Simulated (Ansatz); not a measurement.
A calculation with Ansatz (development build ahead of 0.2.0).

```yaml
crystal:
  periodic: [false, false, false]
  atoms:
    - { symbol: C, position_ang: [0.0, -0.44773, -0.38184] }
    - { symbol: C, position_ang: [0.0, -0.46931, 1.24923] }
    - { symbol: O, position_ang: [0.0, 0.99704, -0.84339] }
    - { symbol: H, position_ang: [-0.96031, -1.03853, -0.7884] }
    - { symbol: H, position_ang: [0.96031, -1.03853, -0.7884] }
    - { symbol: H, position_ang: [0.0, -1.58412, 1.6604] }
    - { symbol: H, position_ang: [0.96079, 0.08911, 1.67049] }
    - { symbol: H, position_ang: [-0.96079, 0.08911, 1.67049] }
    - { symbol: H, position_ang: [0.0, 1.00883, -1.88177] }
basis:
  gaussian: { orbitals: cc-pVDZ }
hamiltonian:
  xc: hf
```

The input is written out in the form of the current development build from the run's settings.

Output:

```
Converged                       : yes
Total energy                    : -154.04083 hartree
Spin squared of the determinant : 0.000
```

Caution: no unrestricted run beside it, a lower state can exist.
